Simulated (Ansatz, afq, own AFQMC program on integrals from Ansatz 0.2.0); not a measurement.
# Where AFQMC and coupled cluster stand for P, quartet

A free P atom.

Basis cc-pVDZ. Noble-gas cores (and the filled d shells of Ga–Kr and In–Xe) are frozen. Ansatz 0.2.0 and our own AFQMC program on the same integrals; the CISD trial comes from CCSD amplitudes, and released means the phaseless constraint is let go. Free AFQMC starts from the CCSD state and is never constrained. Its projection time is finite, and what remains of the start isn't in its error. Uncertainties: one standard error, sampling alone.

Determinant: UHF, the one that the program's search chose, which needn't be the lowest solution.

Full CI on the same integrals is exact in this basis and with this determinant's frozen core.

```
T1 diagnostic                               : 0.0034
weight of the determinant in the CISD state : 0.947
⟨S²⟩ of the determinant                     : 3.750
size of the correlated space                : 5 electrons in 13 orbitals
```

Reference: full CI, correlation energy -2.249 eV. The released energy is read at 2.40 1/Eh (meV from the phaseless value at times in 1/Eh: -0.6 ± 0.6 at 0.24, -0.6 ± 0.4 at 0.51, -0.88 ± 0.20 at 0.99, -0.2 ± 0.4 at 1.62, -0.4 ± 0.3 at 2.40).

```
         level  E − E(reference) (kJ/mol)  share of correlation (%)
            HF                      217.0                      0.00
           MP2                       50.3                     76.84
          CCSD                        3.6                     98.32
       CCSD(T)                        1.0                     99.55
         CCSDT                        0.3                     99.88
      CCSDT(Q)                        0.1                     99.97
        CCSDTQ                        0.0                    100.00
   ph-AFQMC/HF                 -0.9 ± 1.2                    100.44
 ph-AFQMC/CISD                 0.0 ± 0.07                     99.98
released AFQMC                 0.0 ± 0.03                    100.00
    free AFQMC                 0.0 ± 0.02                     99.99
```

CCSDT and higher add their correlation energy to the determinant of the CCSD(T) run, since their own runs factorise the integrals more tightly (a shift of under 2 meV). Free projections are given only where their last times agree within the noise and don't stop above the reference; a slow remainder of the start can still hide under it. A walk keeps the symmetry of its determinant, which the program's search chose and which needn't be the lowest solution, so a lower state of the same spin and another symmetry isn't excluded. Released energies are given only where the last usable release times agree within the noise; a slower fall can still hide under it.
